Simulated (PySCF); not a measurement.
SN⁺: one state, many levels of theory

State: ¹Σ⁺ (singlet), closed shell. Set-up: basis S aug-cc-pV(D+d)Z, N aug-cc-pVDZ; no relativity; PySCF 2.14. De refers to S⁺ + N in their high-spin ground configurations, without counterpoise correction. A positive dipole points towards N; it is taken about the centre of mass and depends on that origin.

```json
{"Level": "RHF", "Re (Å)": "1.396", "ωe (cm⁻¹)": "1727", "De (eV)": "1.39", "μ (D)": "-2.30", "CPU s a point (SCF and correlation, without the integrals)": "0.09"}
{"Level": "RHF-MP2", "Re (Å)": "1.482", "ωe (cm⁻¹)": "1228", "De (eV)": "5.90", "μ (D)": "n/a", "CPU s a point (SCF and correlation, without the integrals)": "0.13"}
{"Level": "RHF-SCS-MP2", "Re (Å)": "1.474", "ωe (cm⁻¹)": "1277", "De (eV)": "5.83", "μ (D)": "n/a", "CPU s a point (SCF and correlation, without the integrals)": "n/a"}
{"Level": "RHF-CCSD", "Re (Å)": "1.447", "ωe (cm⁻¹)": "1459", "De (eV)": "4.92", "μ (D)": "n/a", "CPU s a point (SCF and correlation, without the integrals)": "n/a"}
{"Level": "RHF-CCSD(T)", "Re (Å)": "1.461", "ωe (cm⁻¹)": "1378", "De (eV)": "5.37", "μ (D)": "n/a", "CPU s a point (SCF and correlation, without the integrals)": "1.1"}
{"Level": "LDA", "Re (Å)": "1.444", "ωe (cm⁻¹)": "1454", "De (eV)": "7.85", "μ (D)": "-2.05", "CPU s a point (SCF and correlation, without the integrals)": "0.56"}
{"Level": "PBE", "Re (Å)": "1.454", "ωe (cm⁻¹)": "1425", "De (eV)": "6.86", "μ (D)": "-1.96", "CPU s a point (SCF and correlation, without the integrals)": "0.65"}
{"Level": "revPBE", "Re (Å)": "1.457", "ωe (cm⁻¹)": "1417", "De (eV)": "6.54", "μ (D)": "-1.93", "CPU s a point (SCF and correlation, without the integrals)": "0.49"}
{"Level": "r²SCAN", "Re (Å)": "1.441", "ωe (cm⁻¹)": "1483", "De (eV)": "5.99", "μ (D)": "-2.02", "CPU s a point (SCF and correlation, without the integrals)": "1"}
{"Level": "PBE0", "Re (Å)": "1.431", "ωe (cm⁻¹)": "1533", "De (eV)": "5.98", "μ (D)": "-2.09", "CPU s a point (SCF and correlation, without the integrals)": "1.1"}
{"Level": "M06", "Re (Å)": "1.435", "ωe (cm⁻¹)": "1509", "De (eV)": "5.98", "μ (D)": "-2.17", "CPU s a point (SCF and correlation, without the integrals)": "1.1"}
{"Level": "HSE06", "Re (Å)": "1.431", "ωe (cm⁻¹)": "1530", "De (eV)": "5.96", "μ (D)": "-2.09", "CPU s a point (SCF and correlation, without the integrals)": "0.91"}
```

(1) Which functional lies closest to RHF-CCSD(T) in De, which farthest, and by how much do they differ from it?

(2) What does the gradient correction do here, going from LDA to PBE?

(3) What does second-order correlation do here, going from RHF to RHF-MP2?

Correlated steps freeze 6 core orbitals. Correlated levels converge slowly with the basis: in double zeta they bind strong bonds too weakly, by up to about 1 eV, and carry superposition errors of some tenths. For an ion De counts to the pair picked by the measured ionisation energies or electron affinities, which need not be the lowest pair at this level. Where the molecule has an RHF reference, its open-shell atoms are computed with UHF. The CCSD T1 diagnostic is raised, a sign that a single reference may not be enough here.

The whole job (state search and all levels along the bond) took about 2.1 min on 1 thread of Arm Neoverse V1 (shared host), peak memory 0.75 GiB.

## Answers

(1) Closest is HSE06 (-3.0 pm in Re, +11.0 % in ωe, +0.59 eV in De against RHF-CCSD(T) in the same basis), farthest LDA (-1.7 pm in Re, +5.5 % in ωe, +2.48 eV in De). CCSD(T) converges more slowly with the basis than the functionals do and binds too weakly in this one, so the order can change at the basis-set limit.

(2) PBE less LDA: +1.0 pm in Re, -2.0 % in ωe, -0.99 eV in De. The gradient correction favours the more uneven density of free atoms, so it tends to lengthen bonds and takes away much of the overbinding of LDA; so it does here.

(3) RHF-MP2 less RHF: +8.6 pm in Re, -28.9 % in ωe, +4.51 eV in De. Correlation nearly always deepens the well. The bond lengthens, as in strong covalent bonds, where excitations into antibonding orbitals dominate.
